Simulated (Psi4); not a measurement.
# UCCSD(T)/pcseg-3 (sweep point 4) run of SiH (SMILES [SiH])

Aim: the vertical ionisation energy of SiH at UCCSD(T)/pcseg-3 (sweep point 4), from 2 runs. 

Program for the calculation: Psi4 1.11.

1 further run of the same task is left out (set aside as unsound or not needed).

## Step 1: The system as given

SiH: 2 atoms, total charge 0, spin state doublet. As SMILES, `[SiH]`. The shape is that of a PBE0-D4/def2-TZVP optimisation.

Bond lengths: Si1–H2 1.532 Å.

## Step 2: A single-point energy at UCCSD(T)/pcseg-3 (sweep point 4)

hsi.in

```
memory 1600 MB

molecule molecule1 {
  0 2
  Si     0.000000     0.000000    -0.007580
  H      0.000000     0.000000     1.524140
  units angstrom
  symmetry c1
}

set {
  reference uhf
  puream true
  scf_type pk
  num_frozen_docc 5
  maxiter 100
}

E, wfn = energy("ccsd(t)/pcseg-3", return_wfn=True)
print_variables()
```

On the command line:

```
$ psi4 hsi.in hsi.out -n 1
```

hsi.out:

```text
[...]
  Running in c1 symmetry.
[...]
  Nuclear repulsion =    4.836707067466639
[...]
  Multiplicity = 2
[...]
  Nalpha       = 8
  Nbeta        = 7
[...]
    Number of basis functions: 97
[...]
   @UHF iter   1:  -289.42522046747450   -6.07822e-01   1.19841e-03 ADIIS/DIIS
[...]
   @UHF iter  12:  -289.43624887221381   -6.93490e-12   2.94691e-09 DIIS
[...]
   @S^2 Observed:                7.718356600E-01
[...]
    Orbital Energies [Eh]
    ---------------------
    Alpha Occupied:
       1A    -68.752546     2A     -6.142992     3A     -4.253867
       4A     -4.243268     5A     -4.241463     6A     -0.655222
       7A     -0.388782     8A     -0.296824
    Alpha Virtual:
       9A     -0.005493    10A      0.086079    11A      0.113620
      12A      0.131197    13A      0.150197    14A      0.190361
      15A      0.331726    16A      0.333496    17A      0.350018
      18A      0.374799    19A      0.376862    20A      0.507957
      21A      0.605974    22A      0.617069    23A      0.617277
      24A      0.625542    25A      0.637502    26A      0.698582
[...]
  @UHF Final Energy:  -289.43624887221381
   => Energetics <=
    Nuclear Repulsion Energy =              4.8367070674666390
    One-Electron Energy =                -411.0122706397353909
    Two-Electron Energy =                 116.7393147000549050
    Total Energy =                       -289.4362488722138096
  UHF NO Occupations:
  HONO-2 :    6  A 1.9998074
  HONO-1 :    7  A 1.9892207
[...]
 Multipole Moments:
 ------------------------------------------------------------------------------------
     Multipole            Electronic (a.u.)      Nuclear  (a.u.)        Total (a.u.)
 ------------------------------------------------------------------------------------
 L = 1.  Multiply by 2.5417464519 to convert [e a0] to [Debye]
 Dipole X            :          0.0000000            0.0000000            0.0000000
 Dipole Y            :          0.0000000            0.0000000            0.0000000
 Dipole Z            :         -1.2996767            1.3848507            0.0851741
 Magnitude           :                                                    0.0851741
[...]
      * MP2 total energy                      = -289.521349789732596
[...]
      * CCSD total energy                     = -289.543822980207381
[...]
      * CCSD(T) total energy                     = -289.547102309010938
[...]
```

It took 43 s on 1 thread of Intel Xeon at 2.70GHz, shared host; peak memory 1.2 GiB.

## Step 3: The singlet cation

hsi.inp

```
memory 1.6 GB

molecule geom {
  1 1
  Si     0.000000     0.000000    -0.007580
  H      0.000000     0.000000     1.524140
  units angstrom
  symmetry c1
}

set reference rhf
set puream true
set scf_type pk
set num_frozen_docc 5

energy("ccsd(t)/pcseg-3")
```

On the command line:

```
$ psi4 hsi.inp hsi.out -n 1
```

hsi.out:

```text
[...]
  Running in c1 symmetry.
[...]
  Nuclear repulsion =    4.836707067466639
[...]
  Multiplicity = 1
[...]
  Nalpha       = 7
  Nbeta        = 7
[...]
    Number of basis functions: 97
[...]
   @RHF iter   1:  -289.13697703699501   -3.19578e-01   1.51357e-03 DIIS/ADIIS
[...]
   @RHF iter   8:  -289.16147574008960   -2.12594e-11   9.38444e-09 DIIS
[...]
    Orbital Energies [Eh]
    ---------------------
    Doubly Occupied:
       1A    -69.108157     2A     -6.490910     3A     -4.590095
       4A     -4.590095     5A     -4.588592     6A     -0.916980
       7A     -0.661717
[...]
  @RHF Final Energy:  -289.16147574008960
   => Energetics <=
    Nuclear Repulsion Energy =              4.8367070674666390
    One-Electron Energy =                -406.1032757459381060
    Two-Electron Energy =                 112.1050929383819152
    Total Energy =                       -289.1614757400895428
[...]
 Multipole Moments:
 ------------------------------------------------------------------------------------
     Multipole            Electronic (a.u.)      Nuclear  (a.u.)        Total (a.u.)
 ------------------------------------------------------------------------------------
 L = 1.  Multiply by 2.5417464519 to convert [e a0] to [Debye]
 Dipole X            :          0.0000000            0.0000000            0.0000000
 Dipole Y            :         -0.0000000            0.0000000           -0.0000000
 Dipole Z            :         -1.1860215            1.3848507            0.1988293
 Magnitude           :                                                    0.1988293
[...]
      * MP2 total energy                      = -289.235221261387494
[...]
      * CCSD total energy                     = -289.256349453577457
[...]
      * CCSD(T) total energy                  = -289.258102464103047
[...]
```

It took 18 s on 1 thread of Intel Xeon at 2.70GHz, shared host; peak memory 1.2 GiB.

## Step 4: Summary of results

Level: UCCSD(T)/pcseg-3 (sweep point 4), 5 core orbitals frozen.

| quantity | value |
| --- | --- |
| doublet SiH: total energy | -289.54710 Eh |
| doublet SiH: HOMO energy (Hartree–Fock orbitals) (highest over α and β) | -8.08 eV |
| doublet SiH: LUMO energy (Hartree–Fock orbitals) (lowest over α and β) | -0.15 eV |
| doublet SiH: correlation energy (5 core orbitals frozen) | -110.9 mEh |
| doublet SiH: (T) correction | -3.28 mEh |
| doublet SiH: ⟨S²⟩ of the reference determinant | 0.772 |
| doublet SiH: T1 diagnostic | 0.028 |
| singlet cation: total energy | -289.25810 Eh |
| singlet cation: HOMO energy (Hartree–Fock orbitals) | -18.01 eV |
| singlet cation: LUMO energy (Hartree–Fock orbitals) | -6.94 eV |
| singlet cation: HOMO–LUMO gap (Hartree–Fock orbitals) | 11.07 eV |
| singlet cation: correlation energy (5 core orbitals frozen) | -96.6 mEh |
| singlet cation: (T) correction | -1.75 mEh |
| singlet cation: T1 diagnostic | 0.012 |
| vertical ionisation energy (to the singlet cation) | 7.864 eV |

The vertical ionisation energy comes to 7.86 eV (759 kJ/mol). Only the singlet of the ionised species was computed; a triplet could lie lower. The triples (doublet SiH) make up 3.0 % of the correlation energy. The triples (singlet cation) make up 1.8 % of the correlation energy.
